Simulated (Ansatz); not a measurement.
**BSiH4 (SMILES [BH][SiH3]): levels of theory compared**

Wanted: a comparison of 6 runs (UHF/STO-3G, U-r2SCAN/STO-3G, U-wB97M-V/STO-3G, UB2PLYP/STO-3G, USVWN5/STO-3G, UCCSDT/STO-3G) of BSiH4. 

The calculation is run with Ansatz 0.2.0.

54 further runs of the same task are left out: 1 that didn't finish, 53 set aside as unsound or not needed.

## Step 1: Starting point

BSiH4: 6 atoms, total charge 0, spin state doublet. As SMILES, `[BH][SiH3]`. The H3–B1 distance was set to 2.315 Å, away from the relaxed value. At this shape a bond of the SMILES string is far longer than usual.

Bond lengths: B1–Si2 1.908 Å, Si2–H4 1.483 Å, Si2–H5 1.476 Å, Si2–H6 1.476 Å. Angles: B1–Si2–H4 119.8°, B1–Si2–H5 111.1°, B1–Si2–H6 111.7°, H4–Si2–H5 103.5°, H4–Si2–H6 103.4°, H5–Si2–H6 106.3°.

## Step 2: The energy at UHF/STO-3G (run 1)

molecule.yaml reads:

```yaml
crystal:
  periodic: [false, false, false]
  atoms:
    - {symbol: B, position_ang: [0.670137, 0.261070, 0.373268]}
    - {symbol: Si, position_ang: [-0.537093, 1.469550, -0.476462]}
    - {symbol: H, position_ang: [1.206890, -1.921260, 0.929580]}
    - {symbol: H, position_ang: [-1.779843, 0.952730, -1.098342]}
    - {symbol: H, position_ang: [0.124317, 2.193870, -1.579012]}
    - {symbol: H, position_ang: [-1.026273, 2.499780, 0.460208]}
basis:
  gaussian:
    orbitals: STO-3G
magnetization:
  spin_polarized: true
  initial_magnetization: 1
hamiltonian:
  xc: hf
accuracy: high
```

Launch:

```bash
$ ansatz run molecule.yaml --threads 1 --pin off --max-ram 2610MiB --events-out events.jsonl --progress --plain --runs-dir runs
```

What it wrote:

```text
Warning: RAYON_NUM_THREADS=1 ignored (pool sized by the plan → 1); use --threads N
Functional definition: HF
  name "HF"
  exchange = exact_x
  correlation = 0
310 factors; integrals over basis functions are off by at most 2.9e-8 eV
mean field evaluation 1: about -8483.5795 eV, gradient 1.4e1 eV
mean field evaluation 2: about -8483.6032 eV, gradient 1.4e1 eV
mean field evaluation 4: about -8488.4743 eV, gradient 4.9e0 eV
mean field evaluation 8: about -8490.1781 eV, gradient 4.0e-1 eV
mean field evaluation 16: about -8490.1761 eV, gradient 1.2e-8 eV
mean field evaluation 32: about -8490.3893 eV, gradient 2.6e-8 eV
mean field evaluation 64: about -8490.2632 eV, gradient 2.4e-2 eV
mean field evaluation 96: about -8488.6108 eV, gradient 5.0e0 eV
mean field evaluation 128: about -8488.6590 eV, gradient 2.7e0 eV
mean field evaluation 160: about -8489.3420 eV, gradient 4.1e0 eV
mean field -8490.38933938 eV, -312.0160532295 hartree, gradient 2.7e-8 eV, S^2 1.613607; 4 other end points of the search recorded, 0 dependent functions left out
reference -8490.38933938 eV, -312.0160532295 hartree; 12, 11 occupied and 6, 7 virtual orbitals, 310 factors
Total energy: -8490.38933938 eV, -312.0160532295 hartree
```

It took 0.36 s on 1 thread of Intel Xeon Platinum 8259CL at 2.50GHz (Skylake/Cascade Lake), shared host.

## Step 3: The energy at U-r2SCAN/STO-3G (run 2)

in.yaml reads:

```yaml
crystal:
  periodic: [false, false, false]
  atoms:
    - {symbol: B, position_ang: [0.670137, 0.261070, 0.373268]}
    - {symbol: Si, position_ang: [-0.537093, 1.469550, -0.476462]}
    - {symbol: H, position_ang: [1.206890, -1.921260, 0.929580]}
    - {symbol: H, position_ang: [-1.779843, 0.952730, -1.098342]}
    - {symbol: H, position_ang: [0.124317, 2.193870, -1.579012]}
    - {symbol: H, position_ang: [-1.026273, 2.499780, 0.460208]}
basis:
  gaussian: {orbitals: STO-3G}
magnetization: {spin_polarized: true, initial_magnetization: 1}
hamiltonian: {xc: r2scan}
accuracy: high
```

Launch:

```bash
$ ansatz run in.yaml --threads 1 --pin off --max-ram 2610MiB --events-out events.jsonl --progress --plain --runs-dir runs
```

What it wrote:

```text
Warning: RAYON_NUM_THREADS=1 ignored (pool sized by the plan → 1); use --threads N
Functional definition: r2SCAN
  name "r2SCAN"
  parameter k0 = 0.174
  parameter k1 = 0.065
  parameter a1 = 4.9479
  exchange = r2scan_x(k0 = k0, k1 = k1, a1 = a1)
  correlation = r2scan_c
310 factors; integrals over basis functions are off by at most 2.9e-8 eV
mean field evaluation 1: about -8504.8331 eV, gradient 1.7e1 eV
mean field evaluation 2: about -8495.9765 eV, gradient 2.1e1 eV
mean field evaluation 4: about -8508.9211 eV, gradient 3.4e0 eV
mean field evaluation 8: about -8508.9507 eV, gradient 3.0e0 eV
mean field evaluation 16: about -8509.2776 eV, gradient 1.4e-3 eV
mean field evaluation 32: about -8509.1893 eV, gradient 1.1e0 eV
mean field -8509.27760493 eV, -312.7101841856 hartree, gradient 1.3e-8 eV, S^2 1.142077; 3 other end points of the search recorded, 0 dependent functions left out
reference -8509.27760604 eV, -312.7101842264 hartree; 12, 11 occupied and 6, 7 virtual orbitals, 310 factors
Total energy: -8509.27760604 eV, -312.7101842264 hartree
```

Run time: 12 s. Hardware: 1 thread of Intel Xeon Platinum 8259CL at 2.50GHz (Skylake/Cascade Lake), shared host; peak memory 0.24 GiB.

Runs 3 to 4 aren't shown in full; the table further down has their settings and results.

## Step 4: The energy at USVWN5/STO-3G (run 5)

molecule.yaml reads:

```yaml
crystal:
  periodic: [false, false, false]
  atoms:
    - symbol: B
      position_ang: [0.670137, 0.261070, 0.373268]
    - symbol: Si
      position_ang: [-0.537093, 1.469550, -0.476462]
    - symbol: H
      position_ang: [1.206890, -1.921260, 0.929580]
    - symbol: H
      position_ang: [-1.779843, 0.952730, -1.098342]
    - symbol: H
      position_ang: [0.124317, 2.193870, -1.579012]
    - symbol: H
      position_ang: [-1.026273, 2.499780, 0.460208]
basis:
  gaussian:
    orbitals: STO-3G
magnetization:
  spin_polarized: true
  initial_magnetization: 1
hamiltonian:
  xc: {name: SVWN5}
accuracy: high
```

Launch:

```bash
$ ansatz run molecule.yaml --threads 1 --pin off --max-ram 2610MiB --events-out events.jsonl --progress --plain --runs-dir runs
```

What it wrote:

```text
Warning: RAYON_NUM_THREADS=1 ignored (pool sized by the plan → 1); use --threads N
Functional definition: SVWN5
  name "SVWN5"
  exchange = slater_x
  correlation = vwn5_c
310 factors; integrals over basis functions are off by at most 2.9e-8 eV
mean field evaluation 1: about -8465.6473 eV, gradient 1.6e1 eV
mean field evaluation 2: about -8456.1907 eV, gradient 2.2e1 eV
mean field evaluation 4: about -8468.1764 eV, gradient 6.6e0 eV
mean field evaluation 8: about -8468.1763 eV, gradient 6.6e0 eV
mean field evaluation 16: about -8468.5531 eV, gradient 5.1e-5 eV
mean field evaluation 32: about -8467.7442 eV, gradient 4.1e0 eV
mean field -8468.55313819 eV, -311.2135876368 hartree, gradient 3.1e-8 eV, S^2 0.778184; 5 other end points of the search recorded, 0 dependent functions left out
reference -8468.55314019 eV, -311.2135877104 hartree; 12, 11 occupied and 6, 7 virtual orbitals, 310 factors
Total energy: -8468.55314019 eV, -311.2135877104 hartree
```

Wall time 1.8 s (1 thread of Intel Xeon Platinum 8259CL at 2.50GHz (Skylake/Cascade Lake), shared host); peak memory 0.13 GiB.

## Step 5: The energy at UCCSDT/STO-3G (run 6)

job.yaml reads:

```yaml
crystal:
  periodic: [false, false, false]
  atoms:
    - {symbol: B, position_ang: [0.670137, 0.261070, 0.373268]}
    - {symbol: Si, position_ang: [-0.537093, 1.469550, -0.476462]}
    - {symbol: H, position_ang: [1.206890, -1.921260, 0.929580]}
    - {symbol: H, position_ang: [-1.779843, 0.952730, -1.098342]}
    - {symbol: H, position_ang: [0.124317, 2.193870, -1.579012]}
    - {symbol: H, position_ang: [-1.026273, 2.499780, 0.460208]}
basis:
  gaussian:
    orbitals: STO-3G
magnetization:
  spin_polarized: true
  initial_magnetization: 1
correlation:
  method: ccsdt
  frozen_orbitals: {B: 1, H: 0, Si: 5}
accuracy: high
scf:
  omitted_lower_state_checks: [cluster_reference, increment]
```

Launch:

```bash
$ ansatz run job.yaml --threads 1 --pin off --max-ram 2610MiB --events-out events.jsonl --progress --plain --runs-dir runs
```

What it wrote:

```text
Warning: RAYON_NUM_THREADS=1 ignored (pool sized by the plan → 1); use --threads N
[... 15 lines left out ...]
6 core orbitals not correlated: weight in the atoms' cores, before any rotation towards them, 0.999 or more for the frozen orbitals, at most 0.000 for the correlated occupied ones
[... 85 lines left out ...]
Total energy: -8493.08295898 eV, -312.1150419240 hartree
Checks for a lower state left out: cluster_reference, increment
```

Wall time 2.9 s (1 thread of Intel Xeon Platinum 8259CL at 2.50GHz (Skylake/Cascade Lake), shared host).

## Step 6: Overview of the runs

```
run             level  frozen core orbitals  energy (Eh)   ⟨S²⟩  wall time
  1        UHF/STO-3G                     –  -312.016053  1.614     0.36 s
  2   U-r2SCAN/STO-3G                     –  -312.710184  1.142       12 s
  3  U-wB97M-V/STO-3G                     –  -312.742158  1.018       37 s
  4    UB2PLYP/STO-3G                     6  -312.548484  1.225      7.2 s
  5     USVWN5/STO-3G                     –  -311.213588  0.778      1.8 s
  6     UCCSDT/STO-3G                     6  -312.115042  1.614      2.9 s
```

## Step 7: Results

| quantity | value |
| --- | --- |
| run 6: total energy | -312.11504 Eh |
| run 6: correlation energy (6 core orbitals frozen) | -99.0 mEh |
| run 6: ⟨S²⟩ of the reference determinant | 1.614 |
| run 6: T1 diagnostic | 0.088 |

**Reading.** Totals of different functionals can't be ranked against each other. In runs 1, 2, 3, 4, 5, 6 the basis is minimal, so the values are rough. Spin contamination of the reference: run 1 ⟨S²⟩ = 1.61, run 6 ⟨S²⟩ = 1.61, run 4 ⟨S²⟩ = 1.23, run 2 ⟨S²⟩ = 1.14, run 3 ⟨S²⟩ = 1.02. Where it is this large, the reference is a mixture of spin states, and values that rest on it are in doubt. All runs together took 61 s, the longest 37 s.
